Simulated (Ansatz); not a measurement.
The same path of BH6NO (9 atoms, charge 0, multiplicity 1) was run 3 times with different band settings. Lost on the way: B1–O2, N6–H9. Made: O2–H9.

Method: Ansatz 0.2.0, RKS PBE0/def2-SVP.

Relaxed end points:

```xyz
9
Properties=species:S:1:pos:R:3
B 0.052 0.153 0.382
O -0.515 -0.494 1.521
H -1.415 -0.769 1.345
H 1.238 -0.115 0.189
H -0.631 0.168 -0.646
N 0.155 1.783 0.799
H 0.633 2.325 0.079
H -0.764 2.195 0.964
H 0.687 1.859 1.668
```

```xyz
9
Properties=species:S:1:pos:R:3
B 0.264 0.636 -0.271
O -0.396 -0.384 2.376
H -1.223 -0.669 1.973
H 1.333 0.082 -0.316
H -0.738 0.138 -0.730
N 0.178 1.910 0.294
H 0.984 2.413 0.644
H -0.672 2.461 0.292
H -0.290 0.515 2.041
```

Common settings: spring 5.0 eV/Å²; optimiser quadratic models (default); start path through a guess of the saddle point; iteration limit 60; end points relaxed.

| run | movable images | climbing image | force threshold |
| --- | --- | --- | --- |
| 1 | 5 | yes | 0.03 eV/Å |
| 2 | 6 | no | 0.03 eV/Å |
| 3 | 5 | yes | 0.2 eV/Å |

Problem. What does each run give, and how far can it be trusted?

Solution. Run 1: converged after 17 iterations, highest image 0.911 eV above the first end. A vibrational analysis at the climbing image gives one clearly imaginary mode, 1117i cm⁻¹: a first-order saddle point.
Run 2: converged after 13 iterations, highest image 0.844 eV above the first end. No image climbed, so the highest image needn't sit at the top of the path.
Run 3: converged after 12 iterations, highest image 0.915 eV above the first end. The threshold of 0.2 eV/Å is loose, so the images may lie well off the minimum-energy path. The order of the stationary point at the top wasn't checked.
The orbitals stay closed-shell, which can raise the energy where a bond breaks towards radicals; this wasn't checked here.
